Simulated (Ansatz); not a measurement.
# One shape, several levels: AlH3 (SMILES [H][Al]([H])[H])

We compute a comparison of 6 runs (B2PLYP/3-21G, BLYP/3-21G, r2SCAN/6-31G*, wB97X/6-31G*, UMP2/3-21G, CCSD(T)/6-31G*) of AlH3. 

The calculation is run with Ansatz 0.2.0.

61 further runs of the same task are left out: 2 that didn't finish, 59 set aside as unsound or not needed.

### 1 Starting point

AlH3 has 4 atoms, charge 0, and is taken as a singlet. As SMILES, `[H][Al]([H])[H]`. The H2–Al1 distance was set to 3.106 Å, away from the relaxed value. At this shape a bond of the SMILES string is far longer than usual.

Bond lengths: Al1–H3 1.553 Å, Al1–H4 1.553 Å. Angles: H3–Al1–H4 120.0°.

### 2 A single-point energy at B2PLYP/3-21G (run 1)

input.yaml

```yaml
crystal:
  periodic: [false, false, false]
  atoms:
    - {symbol: Al, position_ang: [-1.552714, 0.030481, -0.014570]}
    - {symbol: H, position_ang: [1.552650, -0.030520, 0.014610]}
    - {symbol: H, position_ang: [-2.302514, 1.390341, -0.033710]}
    - {symbol: H, position_ang: [-2.355534, -1.298799, -0.010110]}
basis:
  gaussian:
    orbitals: 3-21G.json
accuracy: high
correlation:
  frozen_orbitals: {Al: 5, H: 0}
hamiltonian:
  xc: {name: B2PLYP}
```

The basis set 3-21G is read from a file made from the Basis Set Exchange's data (not shown).

Started as:

```sh
$ ansatz run input.yaml --threads 1 --pin off --max-ram 2610MiB --events-out events.jsonl --progress --plain --runs-dir runs
```

Log:

```text
Warning: RAYON_NUM_THREADS=1 ignored (pool sized by the plan → 1); use --threads N
Functional definition: B2PLYP
  name "B2PLYP"
  parameter a = 0.53
  parameter c = 0.27
  exchange = (1 - a)*b88_x + a*exact_x
  correlation = (1 - c)*lyp_c + c*(mp2_os + mp2_ss)
366 factors; integrals over basis functions are off by at most 3.5e-9 eV
mean field evaluation 1: about -6599.0140 eV, gradient 1.1e1 eV
mean field evaluation 2: about -6599.0118 eV, gradient 1.1e1 eV
mean field evaluation 4: about -6600.1225 eV, gradient 8.5e-1 eV
mean field evaluation 8: about -6600.1291 eV, gradient 1.5e-3 eV
mean field evaluation 16: about -6600.1291 eV, gradient 2.3e-8 eV
mean field -6600.12912006 eV, -242.5502714339 hartree, gradient 2.2e-8 eV, S^2 0.000000; 0 other end points of the search recorded, 0 dependent functions left out; unrestricted orbitals would lower it
5 core orbitals not correlated: weight in the atoms' cores, before any rotation towards them, 1.000 or more for the frozen orbitals, at most 0.000 for the correlated occupied ones
reference -6600.12914304 eV, -242.5502722784 hartree; 3, 3 occupied and 11, 11 virtual orbitals, 366 factors
second order -2.40340301 eV of doubles, -0.00000000 eV of singles
Total energy: -6600.77806185 eV, -242.5741196049 hartree
```

It took 0.83 s on 1 thread of Arm Neoverse V2, shared host.

### 3 A single-point energy at BLYP/3-21G (run 2)

run.yaml

```yaml
crystal:
  periodic: [false, false, false]
  atoms:
    - {symbol: Al, position_ang: [-1.552714, 0.030481, -0.014570]}
    - {symbol: H, position_ang: [1.552650, -0.030520, 0.014610]}
    - {symbol: H, position_ang: [-2.302514, 1.390341, -0.033710]}
    - {symbol: H, position_ang: [-2.355534, -1.298799, -0.010110]}
basis:
  gaussian:
    orbitals: 3-21G.json
hamiltonian:
  xc: {name: BLYP}
accuracy: high
```

The basis set 3-21G is read from a file made from the Basis Set Exchange's data (not shown).

Started as:

```sh
$ ansatz run run.yaml --threads 1 --pin off --max-ram 2610MiB --events-out events.jsonl --progress --plain --runs-dir runs
```

Log:

```text
Warning: RAYON_NUM_THREADS=1 ignored (pool sized by the plan → 1); use --threads N
Functional definition: BLYP
  name "BLYP"
  parameter beta = 0.0042
  parameter a = 0.04918
  parameter b = 0.132
  parameter c = 0.2533
  parameter d = 0.349
  exchange = b88_x(beta = beta)
  correlation = lyp_c(a = a, b = b, c = c, d = d)
366 factors; integrals over basis functions are off by at most 3.5e-9 eV
mean field evaluation 1: about -6602.2635 eV, gradient 1.8e1 eV
mean field evaluation 2: about -6594.6980 eV, gradient 2.2e1 eV
mean field evaluation 4: about -6604.3373 eV, gradient 4.5e0 eV
mean field evaluation 8: about -6604.3373 eV, gradient 4.5e0 eV
mean field evaluation 16: about -6604.4795 eV, gradient 3.0e-6 eV
mean field -6604.47948204 eV, -242.7101442878 hartree, gradient 4.7e-8 eV, S^2 0.000000; 0 other end points of the search recorded, 0 dependent functions left out
reference -6604.47953036 eV, -242.7101460639 hartree; 8, 8 occupied and 11, 11 virtual orbitals, 366 factors
Total energy: -6604.47953036 eV, -242.7101460639 hartree
```

Wall time 0.64 s (1 thread of Arm Neoverse V2, shared host).

Runs 3 to 5 aren't shown in full; the table further down has their settings and results.

### 4 A single-point energy at CCSD(T)/6-31G(d) (spherical functions) (run 6)

in.yaml

```yaml
crystal:
  periodic: [false, false, false]
  atoms:
    - symbol: Al
      position_ang: [-1.552714, 0.030481, -0.014570]
    - symbol: H
      position_ang: [1.552650, -0.030520, 0.014610]
    - symbol: H
      position_ang: [-2.302514, 1.390341, -0.033710]
    - symbol: H
      position_ang: [-2.355534, -1.298799, -0.010110]
basis:
  gaussian: {orbitals: 6-31G_st_-spherical.json}
correlation: {method: ccsd_t, frozen_orbitals: {Al: 5, H: 0}}
accuracy: high
scf: {omitted_lower_state_checks: [cluster_reference, increment]}
```

The basis set 6-31G* is read from a file made from the Basis Set Exchange's data (not shown).

Started as:

```sh
$ ansatz run in.yaml --threads 1 --pin off --max-ram 2610MiB --events-out events.jsonl --progress --plain --runs-dir runs
```

Log (excerpt; [...] marks lines left out):

```text
Warning: RAYON_NUM_THREADS=1 ignored (pool sized by the plan → 1); use --threads N
Functional definition: HF
  name "HF"
[...]
445 factors; integrals over basis functions are off by at most 3.7e-9 eV
[...]
mean field -6625.09956344 eV, -243.4679183028 hartree, gradient 1.7e-8 eV, S^2 0.000000; 1 other end points of the search recorded, 0 dependent functions left out; unrestricted orbitals would lower it
5 core orbitals not correlated: weight in the atoms' cores, before any rotation towards them, 1.000 or more for the frozen orbitals, at most 0.000 for the correlated occupied ones
reference -6625.09956344 eV, -243.4679183028 hartree; 3, 3 occupied and 16, 16 virtual orbitals, 445 factors
second order -1.83502309 eV of doubles, -0.00000000 eV of singles
cycle   1  -2.34754224 eV  change   -5.6e-1 eV  update   1.2e-1
[...]
cycle  25  -2.98590504 eV  change  -6.8e-11 eV  update  4.0e-10
perturbative correction -0.10725930 eV, -0.0039417067 hartree
WARN: these amplitudes may be one of several solutions (largest doubles amplitude 0.43, level shift 0.45 eV)
Total energy: -6628.19272779 eV, -243.5815899959 hartree
Checks for a lower state left out: cluster_reference, increment
```

It took 0.2 s on 1 thread of Arm Neoverse V2, shared host.

### 5 The series

```tsv
run	level	frozen core orbitals	energy (Eh)	wall time
1	B2PLYP/3-21G	5	-242.574120	0.83 s
2	BLYP/3-21G	–	-242.710146	0.64 s
3	r2SCAN/6-31G* (spherical functions)	–	-244.016589	1.8 s
4	wB97X/6-31G* (spherical functions)	–	-244.030925	3.6 s
5	UMP2/3-21G	5	-242.216935	0.12 s
6	CCSD(T)/6-31G* (spherical functions)	5	-243.581590	0.2 s
```

### 6 Results

| quantity | value |
| --- | --- |
| run 6: total energy | -243.58159 Eh |
| run 6: correlation energy (5 core orbitals frozen) | -113.7 mEh |
| run 6: (T) correction | -3.94 mEh |
| run 6: T1 diagnostic | 0.054 |

**Reading.** Totals of different functionals can't be ranked against each other. In run 6 the T1 diagnostic is large, so a single reference may not serve. In runs 1, 6 the log says that unrestricted orbitals would lower the reference, so the values rest on an unstable closed-shell determinant (other closed-shell runs at this shape may share the fault). Spin contamination of the reference: run 5 ⟨S²⟩ = 0.86. Where it is this large, the reference is a mixture of spin states, and values that rest on it are in doubt. All runs together took 7.2 s, the longest 3.6 s.
